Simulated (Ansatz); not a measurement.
# doublet MgF: levels of theory in one basis

```xyz
2

Mg    0.0000    0.0000    0.0000
F     0.0000    0.0000    1.9250
```

Basis set: def2-SVP (spherical functions). Left uncorrelated: 2 orbitals. Correlation on ROHF uses semicanonical orbitals with singles. Charge 0, multiplicity 2.

Computed with Ansatz (development build ahead of 0.2.0); each method stands on the lowest determinant of its kind that the runs found.

```csv
method,E − E(ROHF) (eV),<S²> of the determinant
ROHF,0.00,0.75
UHF,0.00,0.75
ROHF-MP2,-5.84,–
UHF-MP2,-5.84,0.75
```

Q: What does ROHF-CCSD(T) give on the same scale?

A: -5.96 eV.

Q: Is a single determinant a sound starting point here?

A: By this sign, yes. Unrestricted orbitals gain 0.00 eV and <S²> is 0.75 against 0.75 for a pure state.
